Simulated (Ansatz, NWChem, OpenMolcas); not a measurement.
S2 (sulfur dimer): the vertical ionisation energy, rung by rung

S2 has 2 atoms, charge 0, and is taken as a triplet. As SMILES, `S=S`. Geometry: the measured bond length.

| atom | x (Å) | y (Å) | z (Å) |
| --- | --- | --- | --- |
| S | 0.0000 | 0.0000 | 0.0000 |
| S | 0.0000 | 0.0000 | 1.8892 |

Quantity: the vertical ionisation energy (to the doublet cation), in eV. The values are calculated.

```json
{"level": "U-revPBE/cc-pVTZ", "kind": "GGA", "program": "OpenMolcas", "value (eV)": "9.42", "CPU time (all runs)": "53 s"}
{"level": "UM06-L/cc-pVTZ", "kind": "meta-GGA", "program": "OpenMolcas", "value (eV)": "9.55", "CPU time (all runs)": "2.1 min"}
{"level": "U-wB97X/cc-pVTZ", "kind": "range-separated hybrid", "program": "Ansatz", "value (eV)": "9.76", "CPU time (all runs)": "30 s"}
{"level": "UHSE06/cc-pVTZ", "kind": "range-separated hybrid", "program": "Ansatz", "value (eV)": "9.69", "CPU time (all runs)": "8.8 s"}
{"level": "UB2PLYP/cc-pVTZ", "kind": "double hybrid", "program": "NWChem", "value (eV)": "9.40", "CPU time (all runs)": "44 s"}
{"level": "SC-NEVPT2(12,8)/cc-pVTZ", "kind": "multireference", "program": "OpenMolcas", "value (eV)": "8.93", "CPU time (all runs)": "7.1 s"}
{"level": "UBCCD(T)/cc-pVTZ", "kind": "coupled cluster or CI", "program": "Ansatz", "value (eV)": "9.29", "CPU time (all runs)": "18 s"}
{"level": "UCR-CCSD(T)/cc-pVTZ", "kind": "coupled cluster or CI", "program": "NWChem", "value (eV)": "9.33", "CPU time (all runs)": "1.9 min"}
```

The values span 8.93 to 9.76 eV. Spin contamination of the reference (⟨S²⟩ at least 0.1 too high) touches UBCCD(T)/cc-pVTZ. Times are those of the runs behind each value, whatever else they computed, on shared processors of several kinds: orders of magnitude only.
